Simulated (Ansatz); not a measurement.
**BCl2 (doublet): the correlation ladder at distance B1–Cl2 = 1.937 Å, cc-pVDZ**

How much of the correlation energy of BCl2 (doublet) does each wave-function method recover here?

Program: Ansatz 0.2.0, Gaussian basis. Level of theory: cc-pVDZ, core rule «outside noble gas», up to 11 orbitals frozen. These are calculated values, not measurements.

The runs, in order: UHF; CCSD(T) on ROHF; CCSD(T) on UHF; BCCD(T) on ROHF; CISD; CCSDT(Q) on ROHF; CCSDT(Q) on UHF; CASSCF and MRCISD+Q, 3 electrons in 3 orbitals; CASSCF and NEVPT2, 3 electrons in 3 orbitals; CASSCF and MRCISD+Q, 13 electrons in 10 orbitals; CASSCF and NEVPT2, 13 electrons in 10 orbitals.

36 further runs of the same task are left out: 12 for a known fault of the program, 1 for a mislabelled method, 18 that didn't finish, 5 set aside as unsound or not needed.

### 1 What is computed

The geometry derives from a PBE0/def2-TZVP stationary point (not a proven minimum). One bond is set to the value named and the two fragments are kept rigid.

3 atoms, charge 0, spin multiplicity 2.

Atoms are counted from 1 here; the program's logs count them from 0.

Bond lengths: B1–Cl2 1.937 Å, B1–Cl3 1.720 Å. Angles: Cl2–B1–Cl3 125.4°.

### 2 UHF

in.yaml

```yaml
crystal:
  periodic: [false, false, false]
  atoms:
    - {symbol: B, position_ang: [0.000000, -0.727258, 0.083679]}
    - {symbol: Cl, position_ang: [0.000000, 0.160623, -1.637842]}
    - {symbol: Cl, position_ang: [0.000000, 0.061146, 1.612325]}
basis:
  gaussian: {orbitals: cc-pVDZ}
magnetization: {spin_polarized: true, initial_magnetization: 1}
hamiltonian: {xc: hf}
output: {orbitals: {seedname: orbitals}}
```

Launch:

```bash
$ ansatz run in.yaml --threads 1 --pin off --events-out ev --progress --plain --max-ram 2393MiB
```

The runs that follow: CCSD(T) on ROHF; CCSD(T) on UHF; BCCD(T) on ROHF; CISD; CCSDT(Q) on ROHF; CCSDT(Q) on UHF; CASSCF and MRCISD+Q, 3 electrons in 3 orbitals; CASSCF and NEVPT2, 3 electrons in 3 orbitals; CASSCF and MRCISD+Q, 13 electrons in 10 orbitals; CASSCF and NEVPT2, 13 electrons in 10 orbitals.

**Question.** What will the summary of the whole plan be? Wanted: UCCSDT(Q) below the RHF energy; RMP2 from UCCSDT(Q); UMP2 from UCCSDT(Q); RCCSD from UCCSDT(Q); RCCSD(T) from UCCSDT(Q); UCCSD(T) from UCCSDT(Q); RCCSDT(Q) from UCCSDT(Q); NEVPT2 pair from UCCSDT(Q); MRCISD+Q pair from UCCSDT(Q).

As calculated:

```
                         quantity                      value
   UCCSDT(Q) below the RHF energy                -10.0893 eV
              RMP2 from UCCSDT(Q)              +108.2 kJ/mol
              UMP2 from UCCSDT(Q)              +107.7 kJ/mol
             RCCSD from UCCSDT(Q)               +32.0 kJ/mol
          RCCSD(T) from UCCSDT(Q)                +5.0 kJ/mol
          UCCSD(T) from UCCSDT(Q)                +5.0 kJ/mol
         RCCSDT(Q) from UCCSDT(Q)                +0.4 kJ/mol
       NEVPT2 pair from UCCSDT(Q)              +112.7 kJ/mol
     MRCISD+Q pair from UCCSDT(Q)               +20.6 kJ/mol
    NEVPT2 valence from UCCSDT(Q)              +140.7 kJ/mol
levels within 1 kcal/mol (43 meV)  RCCSDT, UCCSDT, RCCSDT(Q)
                    T1 diagnostic                      0.020
   effectively unpaired electrons                       1.02
```

RCCSD(T) lands +5.0 kJ/mol from the yardstick (0.5 % of the correlation energy). One determinant dominates. Of the multireference levels listed MRCISD+Q valence comes nearest in total energy (+10.2 kJ/mol), which doesn't show that its space is the better one. These misses are within one basis, not against nature; the frozen cores of restricted and unrestricted runs differ, which can shift their rows.
